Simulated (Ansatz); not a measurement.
The input, for Ansatz 0.2.0:

```yaml
crystal:
  periodic: [false, false, false]
  atoms:
    - {symbol: C, position_ang: [0.000000, 0.000000, 0.000000]}
    - {symbol: H, position_ang: [0.000000, 1.078410, 0.000000]}
    - {symbol: H, position_ang: [0.933930, -0.539205, 0.000000]}
    - {symbol: H, position_ang: [-0.933930, -0.539205, 0.000000]}
basis:
  gaussian: {orbitals: cc-pVTZ}
magnetization: {spin_polarized: true, initial_magnetization: 1}
correlation: {method: ccsdt_q, electrons: outside_noble_gas}
```

```sh
$ ansatz run in.yaml --threads 2 --pin off --events-out ev --progress --plain --max-ram 15360MiB --backend cuda --devices 0, --max-vram 18GiB
```

Output:

```
883 factors; integrals over basis functions are off by at most 2.3e-7 eV
mean field evaluation 1: about -1076.2605 eV, gradient 1.1e1 eV
mean field evaluation 2: about -1076.2607 eV, gradient 1.1e1 eV
mean field evaluation 4: about -1076.9468 eV, gradient 1.1e0 eV
mean field evaluation 8: about -1076.9584 eV, gradient 2.8e-4 eV
mean field evaluation 16: about -1076.9581 eV, gradient 1.2e-1 eV
mean field -1076.95844782 eV, -39.5774929689 hartree, gradient 9.2e-7 eV, S^2 0.761685; 0 other end points of the search recorded, 0 dependent functions left out
1 core orbitals not correlated: weight in the atoms' cores, before any rotation towards them, 1.000 or more for the frozen orbitals, at most 0.000 for the correlated occupied ones
reference -1076.95844782 eV, -39.5774929689 hartree; 4, 3 occupied and 67, 68 virtual orbitals, 883 factors
second order -4.30387185 eV of doubles, -0.00000000 eV of singles
cycle   1  -4.71390485 eV  change   -4.1e-1 eV  update   4.6e-2
cycle   2  -4.97665308 eV  change   -2.6e-1 eV  update   1.9e-2
cycle   3  -5.00970251 eV  change   -3.3e-2 eV  update   6.6e-3
cycle   4  -5.00185538 eV  change    7.8e-3 eV  update   2.9e-3
cycle   5  -5.00582246 eV  change   -4.0e-3 eV  update   9.5e-4
cycle   6  -5.00556834 eV  change    2.5e-4 eV  update   4.4e-4
cycle   7  -5.00549827 eV  change    7.0e-5 eV  update   1.4e-4
cycle   8  -5.00564237 eV  change   -1.4e-4 eV  update   5.4e-5
cycle   9  -5.00561385 eV  change    2.9e-5 eV  update   1.5e-5
cycle  10  -5.00559958 eV  change    1.4e-5 eV  update   4.6e-6
cycle  11  -5.00560378 eV  change   -4.2e-6 eV  update   1.7e-6
cycle  12  -5.00560510 eV  change   -1.3e-6 eV  update   6.6e-7
cycle  13  -5.00560537 eV  change   -2.6e-7 eV  update   1.4e-7
perturbative correction -0.00303658 eV, -0.0001115923 hartree
Total energy: -1081.96708977 eV, -39.7615571655 hartree
```

Ran on 2 threads of AMD EPYC 7R13 with a shared H100 80 GB, shared host: 5 s wall, 0.82 GiB peak host memory.
